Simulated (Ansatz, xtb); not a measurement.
Bonds broken one at a time in the series B F-Br. Gas-phase values, no solvent. Strings in code marks are SMILES.

Quantity: homolytic bond dissociation enthalpy at 298 K (no spin–orbit term), in kcal/mol. Thermal and zero-point terms are GFN2-xTB rigid-rotor harmonic values (xtb).

A: B–Br bond of `FB(Br)Br`, giving `F[B]Br` and `[Br]`
B: Br–B bond of `BrB(Br)Br`, giving `Br[B]Br` and `[Br]`
C: B–Br bond of `FB(F)Br`, giving `F[B]F` and `[Br]`
D: F–B bond of `FB(F)F`, giving `F[B]F` and `[F]`
E: F–B bond of `FB(F)Br`, giving `F[B]Br` and `[F]`

Put the candidates in order of homolytic bond dissociation enthalpy at 298 K (no spin–orbit term), lowest first, for frozen-core MP2/cc-pVTZ // PBE0-D4/def2-TZVP (Ansatz, a program for electronic structure).

B (107.2 kcal/mol), A (108.2 kcal/mol), C (109.2 kcal/mol), E (173.3 kcal/mol), D (175.8 kcal/mol)
